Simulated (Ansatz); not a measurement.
# BSiH₄ (doublet): wave-function methods side by side at distance B1–H4 along a hydrogen transfer = 1.512 Å, cc-pVDZ

How much of the correlation energy of BSiH₄ (doublet) does each wave-function method recover here?

Program: Ansatz 0.2.0, Gaussian basis. Level of theory: cc-pVDZ, core rule «outside noble gas», up to 6 orbitals frozen. These are calculated values, not measurements.

Plan: UHF; CCSD(T) on ROHF; CCSD(T) on UHF; BCCD(T) on ROHF; CISD; CCSDT(Q) on ROHF; CCSDT(Q) on UHF; CASSCF and MRCISD+Q, 3 electrons in 3 orbitals; CASSCF and NEVPT2, 3 electrons in 3 orbitals; CASSCF and NEVPT2, 9 electrons in 9 orbitals.

5 further runs of the same task are left out: 4 that didn't finish, 1 set aside as unsound or not needed.

## (1) The system

The geometry derives from fragments relaxed apart (PBE0/def2-TZVP) and kept rigid, so it is no stationary point. A hydrogen atom is moved between rigid fragments.

6 atoms, charge 0, spin multiplicity 2.

Atoms are counted from 1 here; the program's logs count them from 0.

Bond lengths: B1–H2 1.193 Å, B1–H3 1.193 Å, Si5–H6 1.532 Å. Angles: H2–B1–H3 120.0°.

## (2) UHF

in.yaml

```yaml
crystal:
  periodic: [false, false, false]
  atoms:
    - {symbol: B, position_ang: [-2.304778, 0.034738, 0.000000]}
    - {symbol: H, position_ang: [-2.901511, 1.068310, 0.000000]}
    - {symbol: H, position_ang: [-2.901511, -0.998833, 0.000000]}
    - {symbol: H, position_ang: [-0.792778, 0.034738, 0.000000]}
    - {symbol: Si, position_ang: [1.071222, 0.034738, 0.000000]}
    - {symbol: H, position_ang: [1.467657, -1.444775, 0.000000]}
basis:
  gaussian: {orbitals: cc-pVDZ}
magnetization: {spin_polarized: true, initial_magnetization: 1}
hamiltonian: {xc: hf}
output: {orbitals: {seedname: orbitals}}
```

Launch:

```bash
ansatz run in.yaml --threads 1 --pin off --events-out ev --progress --plain --max-ram 2393MiB
```

After this run come: CCSD(T) on ROHF; CCSD(T) on UHF; BCCD(T) on ROHF; CISD; CCSDT(Q) on ROHF; CCSDT(Q) on UHF; CASSCF and MRCISD+Q, 3 electrons in 3 orbitals; CASSCF and NEVPT2, 3 electrons in 3 orbitals; CASSCF and NEVPT2, 9 electrons in 9 orbitals.

Q: Predict the results of all the runs planned. Wanted: UCCSDT(Q) below the RHF energy; RMP2 from UCCSDT(Q); UMP2 from UCCSDT(Q); RCCSD from UCCSDT(Q); RCCSD(T) from UCCSDT(Q); UCCSD(T) from UCCSDT(Q); RCCSDT(Q) from UCCSDT(Q); MRCISD+Q pair from UCCSDT(Q); T1 diagnostic.

As calculated:

| quantity | value |
| --- | --- |
| UCCSDT(Q) below the RHF energy | -6.1642 eV |
| RMP2 from UCCSDT(Q) | +33.95 kcal/mol |
| UMP2 from UCCSDT(Q) | +34.45 kcal/mol |
| RCCSD from UCCSDT(Q) | +4.48 kcal/mol |
| RCCSD(T) from UCCSDT(Q) | +1.09 kcal/mol |
| UCCSD(T) from UCCSDT(Q) | +1.09 kcal/mol |
| RCCSDT(Q) from UCCSDT(Q) | +0.02 kcal/mol |
| MRCISD+Q pair from UCCSDT(Q) | +0.86 kcal/mol |
| levels within 1 kcal/mol (43 meV) | RCCSDT, UCCSDT, RCCSDT(Q), MRCISD+Q pair |
| T1 diagnostic | 0.024 |

What this shows: RCCSD(T) misses by +1.09 kcal/mol, 0.8 % of the correlation energy. These misses are within one basis, not against nature; the frozen cores of restricted and unrestricted runs differ, which can shift their rows.
